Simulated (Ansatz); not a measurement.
The same path of AlH3O + H4Si (10 atoms, charge 0, multiplicity 1) was run twice with different band settings. Lost on the way: Si6–H10. Made: Al1–Si6, O2–H10.

All numbers below come from RHF/cc-pVDZ (Ansatz 0.2.0).

Relaxed end points:

```xyz
10
Properties=species:S:1:pos:R:3
Al -0.085 -0.764 0.206
O -0.222 -1.566 1.717
H -1.016 -1.760 2.187
H 1.374 -0.587 -0.362
H -1.390 -0.306 -0.563
Si 0.207 3.465 1.118
H 0.975 3.989 2.275
H 0.917 3.773 -0.148
H -1.151 4.065 1.098
H 0.076 1.987 1.252
```

```xyz
10
Properties=species:S:1:pos:R:3
Al 0.084 0.496 0.010
O -0.236 -0.416 1.855
H -1.120 -0.637 2.121
H 1.493 -0.157 -0.357
H -1.248 -0.085 -0.656
Si 0.100 2.913 0.667
H 0.955 3.148 1.880
H 0.639 3.810 -0.402
H -1.255 3.441 1.026
H 0.271 -0.217 2.634
```

Common settings: movable images 5; climbing image yes; optimiser quadratic models (default); start path through a guess of the saddle point; force threshold 0.03 eV/Å; iteration limit 60; end points relaxed.

| run | spring |
| --- | --- |
| 1 | 5.0 eV/Å² |
| 2 | 0.5 eV/Å² |

What does each run give, and how far can it be trusted?

Run 1: converged after 34 iterations, highest image 2.121 eV above the first end. Neighbouring images differ by up to 2.0 eV, so the band resolves the path poorly. A vibrational analysis at the climbing image gives one clearly imaginary mode, 1856i cm⁻¹: a first-order saddle point.
Run 2: converged after 40 iterations, highest image 2.121 eV above the first end. Neighbouring images differ by up to 2.0 eV, so the band resolves the path poorly. Another band between the same ends (5 images) ends at a top of the same energy, where a vibrational analysis finds 1 clearly imaginary mode.
The orbitals stay closed-shell, which can raise the energy where a bond breaks towards radicals; this wasn't checked here.
